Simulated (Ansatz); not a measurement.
# H2Cl+ (triplet): the correlation ladder, def2-QZVPP

The task here is to estimate one member of a computed series from the others.

Computed with Ansatz 0.2.0, Gaussian basis. Level: def2-QZVPP, core rule «outside noble gas», up to 5 orbitals frozen.

To be run: UHF; ROHF; CCSD(T) on UHF.

2 further runs of the same task are left out: 2 set aside as unsound or not needed.

## The geometry

The geometry is a PBE0/def2-TZVP stationary point (not a proven minimum) of the parent state, kept for this charge and spin.

3 atoms, charge 1, spin multiplicity 3.

Atoms are counted from 1 here; the program's logs count them from 0.

Bond lengths: Cl1–H2 1.310 Å, Cl1–H3 1.310 Å. Angles: H2–Cl1–H3 94.6°.

Set-up of the first run:

in.yaml reads:

```yaml
crystal:
  periodic: [false, false, false]
  atoms:
    - {symbol: Cl, position_ang: [0.000000, -0.047824, 0.000000]}
    - {symbol: H, position_ang: [0.000000, 0.841077, -0.962656]}
    - {symbol: H, position_ang: [0.000000, 0.841077, 0.962656]}
basis:
  gaussian: {orbitals: "def2-QZVPP.json"}
total_charge: 1
magnetization: {spin_polarized: true, initial_magnetization: 2}
hamiltonian: {xc: hf}
output: {orbitals: {seedname: orbitals}}
```

Run with:

```
> ansatz run in.yaml --threads 1 --pin off --events-out ev --progress --plain --max-ram 2393MiB
```

Among the steps run: UHF; ROHF; CCSD(T) on UHF.

One table of the session follows, with a row left open; its other results are not shown here.

It belongs to the step «Misses and costs». 

```
  method  from UCCSD(T) (kJ/mol)
    ROHF                       ?
     UHF                  +611.3
    UMP2                   +94.5
   UCCSD                   +21.5
UCCSD(T)                       0
```

**Question.** Estimate the row for ROHF.

The run gave: from UCCSD(T) (kJ/mol): +635.0. In the column «from UCCSD(T) (kJ/mol)» it is the highest.
